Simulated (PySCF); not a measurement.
**Which determinant of Al₂⁻ lies lowest?**

Unrestricted PBE0; Al aug-cc-pVDZ-DK; spin-free X2C with a Gaussian nucleus (PySCF 2.14). Outer shells of the fragments: Al 3s2 3p1; Al− 3s2 3p2.

Followed along the bond (rough minima from three points):

```
2Ms+1   unpaired  ⟨S²⟩ at the start  R at minimum (Å)  Te (eV)
    4  σ ↑, π ↑↑               3.75              2.58     0.00
    2  σ ↑, π ↑↓               1.77              2.59     0.24
```

Solutions found at the starting distance of 2.490 Å, counted from the lowest of them; the search is not exhaustive and high or unbound solutions are not listed, so other states can lie among these:

```csv
2Ms+1,unpaired,term,E (eV),⟨S²⟩,⟨Lz²⟩
4,"σ ↑, π ↑↑",⁴Σ⁻,0.00,3.75,0.00
2,"σ ↑, π ↑↓",mixed,0.24,1.77,2.02
```

A term symbol is given only where ⟨S²⟩ and ⟨Lz²⟩ are close to those of a pure state; real π, δ and φ orbitals otherwise mix terms, and g/u labels are left off.
